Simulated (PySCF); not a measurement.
# Relaxation of singlet [AlCl2]+

These are results of PBE0/[Al def2-TZVP, Cl def2-TZVP], no relativity, density fitting, PySCF, not measurements. A (50,194) grid was used.

A hand-made bent start, of C2v symmetry, held to at least that symmetry:

Coordinates in bohr (charge 1 multiplicity 1):
```
Al    0.0000    0.0000   -1.7246
Cl    3.4132    0.0000    0.6653
Cl   -3.4132    0.0000    0.6653
```

(1) What forces act on the atoms at the start (eV/Å)?

(2) What does it relax to?

(3) How much energy is released, and in how many steps?

Answers

(1) 
| atom | Fx | Fy | Fz |
| --- | --- | --- | --- |
| Al1 | 0.00 | 0.00 | 4.28 |
| Cl2 | -1.73 | 0.00 | -2.14 |
| Cl3 | 1.73 | 0.00 | -2.14 |

(2) It ends at D∞h with Al–Cl 1.997 Å (×2); Cl–Al–Cl 180.0°. No frequency check is given, so it may be a saddle point.

(3) 161.2 kJ/mol in 9 steps.

The relaxation took 13 s on 2 threads of a shared Arm Neoverse V2 host, with 111 basis functions and 10 gradients; the process peaked at 0.94 GiB.
